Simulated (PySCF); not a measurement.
Reaction (SMILES): N (NH3) + H+ → [NH4+]
B3LYP-D3(BJ)/def2-TZVP geometries, fixed; electronic energies without zero-point terms; positive where energy is released.

Effect of the atomic grid (radial, angular points) at wB97M-V/aug-cc-pVTZ with PySCF, against the last row, where the proton affinity is 209.20 kcal/mol.

```csv
setting,"grid points, largest species",largest shift of a total energy (mEh),shift of the proton affinity (kcal/mol)
"atom_grid: 30, 110, unpruned",16504,0.111,0.001
"atom_grid: 50, 194, unpruned",48504,-0.001,0.001
"atom_grid: 75, 302, unpruned",113256,0.000,0.000
"atom_grid: 99, 590, unpruned",292056,0.000,0.000
"atom_grid: 150, 974, unpruned",730504,0.000,0.000
```

Within 0.02 kcal/mol in the proton affinity: atom_grid: 30, 110, unpruned; atom_grid: 50, 194, unpruned; atom_grid: 75, 302, unpruned; atom_grid: 99, 590, unpruned. The largest shift is 0.111 mEh in a total energy and 0.001 kcal/mol in the difference.
